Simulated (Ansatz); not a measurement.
A made-up structure of CH₂Li (charge +1), singlet:

```json
{"atom": "Li1", "x (Å)": "1.2370", "y (Å)": "0.0826", "z (Å)": "0.9292"}
{"atom": "C2", "x (Å)": "-0.1267", "y (Å)": "-0.0085", "z (Å)": "-0.0951"}
{"atom": "H3", "x (Å)": "-0.7230", "y (Å)": "0.8859", "z (Å)": "-0.2756"}
{"atom": "H4", "x (Å)": "-0.3873", "y (Å)": "-0.9601", "z (Å)": "-0.5585"}
```

It is relaxed with PBE-D4/def2-SVP and then PBE0-D4/def2-TZVP (Ansatz 0.2.0). Atoms count as bonded within 1.22 times the sum of their covalent radii (H–H: 0.88 Å). The end point is not checked to be a true minimum.

**Question.** Does its bonding change? (A judgement: the text doesn't fix the answer.)

**Answer.** Computed: No: no bond forms or breaks.

Where it ends: The first stage lowers the energy by 0.89 eV in 6 steps. It ends as CH₂Li ([Li][CH2]), total charge +1:
```xyz
4
angstrom
Li 1.5265 0.1017 1.1483
C -0.1563 -0.0104 -0.1176
H -0.8405 0.8088 -0.3844
H -0.5297 -0.9001 -0.6463
```

Labels in which every atom is bracketed show which atoms are joined, not bond orders.

For scale, one of the runs: PBE0-D4/def2-TZVP relaxation, 57 basis functions, launched by `ansatz run in.yaml --threads 2 --pin off --events-out ev --progress --plain --max-ram 4352MiB`. The run took about 1.7 s on 2 CPU threads of an Arm Neoverse V2 (shared host).
